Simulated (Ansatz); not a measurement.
**Which is lower?**

The two ends of one reaction step of CH6MgS, singlet (PBE0-D4/def2-TZVP).

A:

```
9
angstrom
Mg -0.5451 0.9694 0.3671
H -1.2059 2.4956 -0.0863
C 0.2921 -0.5767 1.5086
H -0.0664 0.8192 -2.8161
S -0.5306 -0.2307 -2.1197
H 1.3376 -0.7650 1.2345
H 0.2855 -0.3672 2.5835
H -0.2411 -1.5251 1.3706
H 0.6740 -0.8194 -2.0421
```

B:

```
9
angstrom
Mg -0.0988 -0.6176 -0.4752
H -0.1762 1.9334 -0.2779
C 0.1095 -0.5891 1.5883
H -0.3757 1.8690 -0.9997
S -0.3564 -0.9406 -2.7450
H 1.0009 -0.0330 1.8967
H -0.7499 -0.1144 2.0729
H 0.1997 -1.5968 2.0050
H 0.4468 0.0890 -3.0651
```

Program: Ansatz 0.2.0. Basis: def2-TZVPP. Cores are frozen in the correlated methods. The outer core shell of Li, Na, Mg and K is correlated. The def2 sets are not built for correlating such inner shells, so the correlated values are less sure here. B3LYP uses VWN-RPA correlation.

(1) Which structure is lower at CCSD(T), and by how much? (To be estimated.)

The T1 diagnostic stays at or below 0.009.

Results:

(1) The calculation gives: B, by 20.82 kcal/mol (electronic energy, against the other). By their contacts, A is CH₆MgS ([CH3][MgH][SH2]) and B is a complex of CH₄MgS ([CH3][Mg][SH]) + H₂.

All methods give the same order:

```
      method  E(B) − E(A) (kcal/mol)
       SPW92                  -18.87
      PBE-D4                  -20.97
     BLYP-D4                  -20.87
   r2SCAN-D4                  -22.00
      B97M-V                  -16.41
     PBE0-D4                  -20.79
    B3LYP-D4                  -20.68
  r2SCAN0-D4                  -21.72
    BHLYP-D4                  -20.25
CAM-B3LYP-D4                  -19.64
     wB97X-V                  -19.98
     wB97M-V                  -20.46
      B2PLYP                  -21.71
    PBE-QIDH                  -21.67
  RPA on PBE                  -19.11
          HF                  -19.61
         MP2                  -23.11
        CCSD                  -20.36
     CCSD(T)                  -20.82
```

Labels in which every atom is bracketed show which atoms are joined, not bond orders.

For scale, one of the runs: CCSD(T)/def2-TZVPP, 189 basis functions, launched by `ansatz run in.yaml --threads 2 --pin off --events-out ev --progress --plain --max-ram 4352MiB`. Time: 21 s of wall clock on 2 CPU threads of an Intel Xeon 6975P-C; the host was shared. Peak host memory: 2.3 GiB.
